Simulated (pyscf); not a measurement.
HO–P•–OH + H₂ -> •O–PH–OH + H₂ (concerted two-bond exchange; doublet surface; H–O, H–H broken, H–P, H–H formed). PySCF, gas phase, ωB97X-D3(BJ)/def2-SVP geometries. Rate constants from transition-state theory, ωB97M-D3(BJ)/def2-TZVP energies (ideal gas, 1 atm, RRHO with modes under 100 cm⁻¹ raised to 100, one conformer, R ln 2 for chiral ones without a mode under 150 cm⁻¹; no tunnelling), k in cm³ molecule⁻¹ s⁻¹.

```
T (K)  1000/T  log10 k
-----  ------  -------
298     3.354   -47.38
600     1.667   -30.01
900     1.111        ?
1200    0.833   -21.23
```

**Question.** Fit an Arrhenius line to the three values, give the activation energy, and predict k at 900 K.

**Answer.** Least squares gives log10 k = -12.65 − 10.36 × 1000/T, so Ea = 10.36 × ln 10 × 1.987 = 47.4 kcal/mol, against an electronic barrier of 48.1. At 900 K the line gives -24.16; the computed value is -24.22 (ΔG‡ = 76.5 kcal/mol), close to the line. This is the saddle that the search found; another between the same sides may lie lower.
